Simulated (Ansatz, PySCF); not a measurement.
Species: CHF₂, charge 0, doublet. CHF2 (SMILES F[CH]F, doublet).
B3LYP-D3(BJ)/def2-TZVP minimum from Ansatz (a first-principles code):
```
C
F 1 1.3294
F 1 1.3294 2 111.26
H 1 1.0891 2 114.16 3 -130.99
```
Charge 0, spin multiplicity 2.

Atomisation energy term by term, kcal/mol (programs: Ansatz). Open shells are spin-unrestricted; no spin-orbit coupling. Correlated methods leave the cores frozen. Rows without X2C or -DK are non-relativistic. CBS(X,Y): correlation extrapolated as X^-3, Hartree-Fock from the larger set (Q,5: extrapolated as (X+1)exp(-9√X)). A bracket is a step between two methods taken in the basis named. '+ core + X2C': CCSD(T) terms for core correlation (cc-pwCVTZ) and scalar relativity (cc-pVTZ-DK). Where a partner has so few electrons that a lower coupled-cluster level is exact, that level stands in.

```tsv
term	basis	kcal/mol
Hartree-Fock	CBS(cc-pVQZ,cc-pV5Z)	225.61
CCSD correlation	CBS(cc-pVQZ,cc-pV5Z)	94.74
(T)	CBS(cc-pVQZ,cc-pV5Z)	7.84
CCSDT(Q) - CCSD(T)	cc-pVDZ	0.59
core correlation	cc-pwCVTZ	1.06
scalar relativity	X2C, cc-pVTZ-DK	-0.50
minus zero-point energy	Hessian by PySCF at B3LYP-D3(BJ)/def2-TZVP	-11.91
sum: D0		317.4
```
